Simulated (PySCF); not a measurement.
## Relaxation of triplet OF₂

Computed with UPBE0 in PySCF with O def2-TZVP, F def2-TZVP; no relativity; density-fitted integrals. A (50,194) grid was used.

A hand-made linear start, of D∞h symmetry, held to at least that symmetry:

Coordinates in bohr (charge 0 multiplicity 3):
```
O     0.0000    0.0000    0.0000
F     0.0000    0.0000    2.4000
F     0.0000    0.0000   -2.4000
```

Question: What does it relax to?

Answer: It ends at D∞h with O–F 1.546 Å (×2); F–O–F 180.0°. No frequency check is given, so it may be a saddle point. Other isomers or separated fragments may lie lower.

Question: How much energy is released, and in how many steps?

Answer: 266.4 kJ/mol in 5 steps.

At this level a singlet minimum of C2v symmetry lies 258 kJ/mol below this structure.
